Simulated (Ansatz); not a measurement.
# Basis or method: atomization of BeSe

BeSe, singlet; coordinates (Å): Se 0.000 0.000 0.000; Be 0.000 0.000 1.868. Quantity: atomization.

Ansatz 0.2.0, basis 6-31G or cc-pVDZ; geometries are PBE0/def2-TZVP minima. Wave-function levels freeze the cores with the filled d shells of p-block atoms; HF, MP2 and coupled cluster are restricted for singlets and unrestricted otherwise, atoms included (their steps beyond CCSDT(Q) come from restricted open-shell runs), restricted open-shell where a d shell is frozen, Kohn–Sham unrestricted where that lies lower. The reference is CCSDTQ or full CI (coupled cluster only where its series has nearly closed). Semilocal and hybrid functionals correlate all electrons outside any core potential and usually lie nearer their basis limit than the reference, so part of their error here is the reference's basis and frozen-core error; RPA and the MP2 part of double hybrids freeze the same cores as the reference. None of these values is a measured one. Energies are electronic, without zero-point terms. No spin–orbit coupling and no scalar relativity. The species are chosen: bound, without strong static correlation by their natural occupations or amplitudes, in their lowest spin state as far as vertical gaps and like structures tell, and with a ladder that closes on the reference, so errors are smaller than for species at large; levels whose determinant breaks symmetry or spin markedly are left out.

```csv
level,6-31G (kcal/mol),cc-pVDZ (kcal/mol)
reference,40.3 (full CI),52.2 (CCSDTQ)
CCSD,36.3,46.5
CCSD(T),39.7,51.5
PBE,71.2,73.6
r2SCAN,70.1,72.9
wB97M-V,57.7,63.0
B2PLYP,58.2,64.0
RPA-PBE,30.5,42.8
```

From 6-31G to cc-pVDZ the reference moves by 11.9 kcal/mol and PBE by 2.4; the step from CCSD(T) to the reference is 0.6 in the first and 0.8 in the last.
